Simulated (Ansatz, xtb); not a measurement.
**C5H7N: 3 structures ranked**

3 gas-phase structures of C5H7N, from a drawn sample of its isomers (lower ones may exist). Each was relaxed with GFN2-xTB:

A. `C[C@@H]1C[C@@H]1C#N`, a singlet
B. `C[C@@H]1C[C@H]1C#N`, a singlet
C. `CC1(C#N)CC1`, a singlet

Q: Estimate their order in r2SCAN-D4/def2-SVP//GFN2-xTB energy at these geometries, lowest first.

A: Calculated order at r2SCAN-D4/def2-SVP//GFN2-xTB: A (0.000), B (0.005), C (0.021) eV. Less than 1 kcal/mol parts A and B; B and C, so the order within those pairs means little.

Energies above the lowest of each column, in eV; the last columns are at r2SCAN-D4/def2-SVP geometries:

| structure | GFN2-xTB | HF/STO-3G | r2SCAN-D4/def2-SVP//GFN2-xTB | r2SCAN-D4/def2-SVP | CCSD(T)/def2-SVP + ΔMP2/def2-TZVPP |
| --- | --- | --- | --- | --- | --- |
| A | 0.009 | 0.017 | 0.000 | 0.000 | 0.012 |
| B | 0.000 | 0.000 | 0.005 | 0.006 | 0.017 |
| C | 0.017 | 0.024 | 0.021 | 0.023 | 0.000 |

CCSD(T)/def2-SVP + ΔMP2/def2-TZVPP has A and B and C within 1 kcal/mol of each other at the bottom, and every level picks one of them. CCSD(T)/def2-SVP + ΔMP2/def2-TZVPP orders those it was run on as C (0.000), A (0.012), B (0.017) eV. Less than 1 kcal/mol parts C and A; A and B, so the order within those pairs means little. ΔMP2 is the change of the MP2 energy from the smaller to the larger basis.

Programs: Ansatz 0.2.0, xtb 6.7.1.
